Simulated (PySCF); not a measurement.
C₄H₆NO (doublet state).
Structure used (GFN2-xTB), in Å, numbered top down from 1:
```xyz
12
C4H6NO angstrom
C      1.7361   -0.0696    0.0402
C      0.2540    0.0702   -0.0038
C     -0.4588    1.1068   -0.5652
O     -1.8201    0.9055   -0.4093
N     -1.9620   -0.2772    0.3531
C     -0.6768   -0.8128    0.5169
H      2.0139   -1.1198    0.0809
H      2.1325    0.4235    0.9270
H      2.1891    0.3881   -0.8356
H     -0.1754    1.9938   -1.0867
H     -2.6781   -0.8667   -0.0712
H     -0.5534   -1.7425    1.0275
```

The species is `CC1=CON[CH]1` [radical].

Theory: UKS B3LYP, pcH-1 on C H N O, non-relativistic, mean-field spin-orbit, GIAO (PySCF). Isolated species at its GFN2-xTB geometry, gas phase. A GFN2-xTB geometry isn't a minimum of the functional, and hyperfine couplings can be far from their values at a DFT geometry. The SCF solution wasn't tested for stability.

Principal values of hyperfine tensors in MHz (contact and dipolar terms together), for some of the nuclei:

```tsv
atom	isotope	A1	A2	A3
H11	1H	78.13	80.53	103.49
C6	13C	-0.97	1.19	122.71
C2	13C	-62.44	-26.13	-25.28
H10	1H	-56.79	-36.37	-15.46
H12	1H	-55.67	-35.04	-14.28
N5	14N	23.67	24.39	51.89
O4	17O	-95.29	4.64	6.30
H8	1H	-20.22	-18.98	-16.07
```

Problem. Give the isotropic coupling of each nucleus in MHz and in mT (g = 2.0035), and the anisotropic part.

Solution. a_iso is a third of the trace, T = A − a_iso, and a(mT) = a(MHz)/(g × 13.996).

```csv
atom,a_iso (MHz),a_iso (mT),T1,T2,T3
H11,87.38,3.116,-9.25,-6.86,16.11
C6,40.98,1.461,-41.95,-39.79,81.74
C2,-37.95,-1.353,-24.49,11.82,12.67
H10,-36.21,-1.291,-20.58,-0.16,20.74
H12,-35.00,-1.248,-20.67,-0.05,20.72
N5,33.32,1.188,-9.64,-8.93,18.57
O4,-28.12,-1.003,-67.18,32.76,34.42
H8,-18.42,-0.657,-1.80,-0.56,2.36
```

Problem. What spin density at the nucleus of O4 lies behind its contact coupling (g_N = -0.75752)?

Solution. a_FC = (2μ0/3) gₑ μB g_N μN ρ(0)/(2S·h) = 800.24 MHz × g_N × ρ(0)/(2S), with ρ in bohr⁻³. With a_FC = -28.12 MHz and 2S = 1, ρ(0) = 0.04638 bohr⁻³. The nuclear moment is negative, so coupling and spin density have opposite signs.

Problem. C3 (13C, g_N = 1.40482) isn't in the table. Its spin density at the nucleus is 0.03854 bohr⁻³. What is its contact coupling?

Solution. By the same relation, a_FC = 43.3 MHz. Its full tensor has the principal values 1.56, 3.73, 124.69 MHz.

Problem. Name the largest traceless tensor T of the table and describe it.

Solution. C6: -41.9, -39.8, 81.7 MHz, nearly axial, close to the ratio −1:−1:+2, the form that spin in one p orbital centred on that nucleus gives.

Problem. In a single crystal, with the field along each principal axis of the tensor of C2 in turn, what first-order splitting does this nucleus give (isotropic g, quadrupole terms neglected)?

Solution. 2 lines (I = 1/2), spaced by |A_i|/(g × 13.996): 2.23, 0.93, 0.90 mT along the axes of A1, A2 and A3.
